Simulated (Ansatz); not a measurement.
Kohn–Sham single points on AlH₆NSi, SMILES `[NH2][AlH][SiH3]`.

```yaml
crystal:
  periodic: [false, false, false]
  atoms:
    - {symbol: N, position_ang: [-1.190076, 0.963027, -1.243416]}
    - {symbol: Al, position_ang: [0.095016, 0.962166, -0.029359]}
    - {symbol: Si, position_ang: [0.801642, -1.201373, 0.879814]}
    - {symbol: H, position_ang: [-1.654480, 0.138956, -1.589827]}
    - {symbol: H, position_ang: [-1.563380, 1.786271, -1.688857]}
    - {symbol: H, position_ang: [0.701338, 2.368348, 0.386260]}
    - {symbol: H, position_ang: [2.247178, -1.462708, 0.617435]}
    - {symbol: H, position_ang: [0.034239, -2.337476, 0.291494]}
    - {symbol: H, position_ang: [0.617023, -1.263412, 2.359258]}
basis:
  gaussian: {orbitals: def2-TZVPP}
hamiltonian: {xc: {name: revPBE}, dispersion: d4}
output: {orbitals: {seedname: orbitals}}
```

```sh
$ ansatz run in.yaml --threads 2 --pin off --events-out ev --progress --plain --max-ram 4352MiB
```

It prints (some lines left out):

```
Functional definition: revPBE
1066 factors; their error is unknown
mean field evaluation 1: about -16049.3669 eV, gradient 7.5e1 eV
mean field evaluation 2: about -15995.0130 eV, gradient 1.4e2 eV
mean field evaluation 4: about -16060.2918 eV, gradient 1.0e1 eV
mean field evaluation 8: about -16060.6082 eV, gradient 1.7e-1 eV
mean field evaluation 16: about -16060.5861 eV, gradient 1.6e-4 eV
mean field -16060.58612544 eV, -590.2156538536 hartree, gradient 2.6e-5 eV, S^2 0.000000; 0 other end points of the search recorded, 0 dependent functions left out
reference -16060.58618436 eV, -590.2156560188 hartree; 20, 20 occupied and 179, 179 virtual orbitals, 1066 factors
Total energy: -16060.98673308 eV, -590.2303759128 hartree
```

Hardware: 2 threads of an AMD EPYC 7B13 on a shared host. Wall time 1.7 s, peak host memory 0.23 GiB.

Changing it to `hamiltonian: {xc: {name: B2PLYP}}` (abridged; 3.9 s):

```
Functional definition: B2PLYP
mean field evaluation 16: about -16052.5246 eV, gradient 1.2e-4 eV
mean field -16052.52456620 eV, -589.9193970161 hartree, gradient 5.2e-6 eV, S^2 0.000000
11 core orbitals not correlated: weight in the atoms' cores, before any rotation towards them, 1.000 or more for the frozen orbitals, at most 0.000 for the correlated occupied ones
second order -14.23409442 eV of doubles, -0.00000000 eV of singles
Total energy: -16056.36795330 eV, -590.0606388868 hartree
```

Changing it to `hamiltonian: {xc: {name: BLYP}, dispersion: d4}` (abridged; 1.7 s):

```
Functional definition: BLYP
mean field evaluation 16: about -16063.4526 eV, gradient 1.6e-4 eV
mean field -16063.45263603 eV, -590.3209961748 hartree, gradient 2.1e-5 eV, S^2 0.000000
Total energy: -16063.76593796 eV, -590.3325098082 hartree
```

With the line `hamiltonian: {xc: {name: B97M-V}}` (abridged; 6 s):

```
Functional definition: B97M-V
mean field evaluation 16: about -16060.3899 eV, gradient 7.2e-4 eV
mean field -16060.38992502 eV, -590.2084436213 hartree, gradient 1.3e-5 eV, S^2 0.000000
Total energy: -16060.38999602 eV, -590.2084462306 hartree
```

The same input with `hamiltonian: {xc: {name: LC-wPBE}}` (abridged; 2.2 s):

```
Functional definition: LC-wPBE
mean field evaluation 16: about -16058.5793 eV, gradient 3.1e-5 eV
mean field -16058.57932671 eV, -590.1419053606 hartree, gradient 3.1e-5 eV, S^2 0.000000
Total energy: -16058.57932672 eV, -590.1419053609 hartree
```

The same input with `hamiltonian: {xc: hse06, dispersion: d4}` (abridged; 2.4 s):

```
Functional definition: HSE06
mean field -16055.37752130 eV, -590.0242411819 hartree, gradient 8.2e-5 eV, S^2 0.000000
Total energy: -16055.49488508 eV, -590.0285542213 hartree
```

HSE06 is the plane-wave form, built on full-range PBE exchange.
